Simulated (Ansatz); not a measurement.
We consider rutile MnO2, described by PBEsol (Ansatz, a program for electronic structure, PAW).

Settings: plane-wave cutoff 520 eV, 8×8×12 k mesh (along the axes of the cell as run), Fermi–Dirac smearing 0.01 eV, spin-polarised with opposed moments, scalar-relativistic PAW data made under PBE.

Cell (relaxed at this level):

```
MnO2
1.0
    4.37022     0.00000     0.00000
    0.00000     4.37022     0.00000
    0.00000     0.00000     2.82997
Mn O
2 4
Cartesian
  0.00000   0.00000   0.00000
  2.18511   2.18511   1.41498
  1.32622   1.32622   0.00000
  3.51133   0.85889   1.41498
  0.85889   3.51133   1.41498
  3.04400   3.04400   0.00000
```
Starting moments (μB, in the order of the record's atoms Mn Mn O O O O): 3.0 -3.0 0.0 0.0 0.0 0.0.

### Question
Predict the bulk modulus, magnetic moment (largest site, within a sphere) and pressure derivative B′ of the bulk modulus.

### Answer

- bulk modulus = 250 GPa
- magnetic moment (largest site, within a sphere) = 2.14 μB
- pressure derivative B′ of the bulk modulus = 4.6

The run finds no gap.

Note: the gap of the solid is closed in this run; the collinear magnetic order is the start's and need not be the measured one; this level leaves the solid without a gap, although one is measured; the bulk modulus comes from volumes at which shape and atoms were relaxed.

Moments are spin moments.

Static lattice: no zero-point or thermal effects.

Computing time: around 23 core-minutes (rough).
